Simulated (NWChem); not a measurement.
Molecule: propene (C3H6); SMILES C=CC

Computed with NWChem. The geometry was optimised at PBE-D3(BJ)/def2-SVP. Level BLYP/def2-TZVP: energy and gradient; each run changes one setting, and changes count from the defaults (medium grid, exact Coulomb integrals, symmetry on).

Question: Which setting moves the energy most, and by about how much (defaults; coarse grid; Coulomb fitting, Ahlrichs set; symmetry off; tight SCF thresholds and tolerances; extra-fine grid; Becke weights)?

Answer: Coulomb fitting, Ahlrichs set, by about 400 μHa.
```csv
setting,size of the energy change (μHa),largest change of a gradient component (μHa/bohr),"time, defaults = 1 (rough)"
defaults,< 10,< 30,about 1
symmetry off,< 10,other frame,about 1
extra-fine grid,< 10,< 30,2
tight SCF thresholds and tolerances,< 10,< 30,about 1
"Coulomb fitting, Ahlrichs set",400,100,0.3
coarse grid,20,80,about 1
Becke weights,< 10,50,about 1
```
